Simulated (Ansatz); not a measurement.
## Sb (model structure, started from the bcc type, Im-3m, No. 229, 1 atom in the cell)

These are r²SCAN (PAW; Ansatz, an electronic-structure program) values and carry that method's errors.

Numerical settings: plane-wave cutoff 500 eV, 14×14×14 k mesh, Fermi–Dirac smearing 0.05 eV, scalar-relativistic PAW data made under PBE.

Cell (relaxed at this level):

```cif
data_Sb
_chemical_formula_sum 'Sb1'
_space_group_name_H-M_alt 'P 1'
_space_group_IT_number 1
_cell_length_a 3.26950
_cell_length_b 3.26950
_cell_length_c 3.26950
_cell_angle_alpha 109.471
_cell_angle_beta 109.471
_cell_angle_gamma 109.471
loop_
_space_group_symop_operation_xyz
  'x, y, z'
loop_
_atom_site_label
_atom_site_type_symbol
_atom_site_fract_x
_atom_site_fract_y
_atom_site_fract_z
_atom_site_occupancy
Sb1 Sb 0.00000 0.00000 0.00000 1
```

| Quantity | Value |
|---|---|
| band gap | none |

Note: the relaxation could raise the start's symmetry but not lower it, so the cell can be a saddle point.

Spin–orbit coupling is not included.

The computed numbers hold no vibrational or temperature effects.

Cost on a shared machine: around 28 core-seconds (rough).

A model structure was made by putting elements into a prototype or built by hand; it is no filed structure, need not be a known phase, and can be a saddle point held by its symmetry.
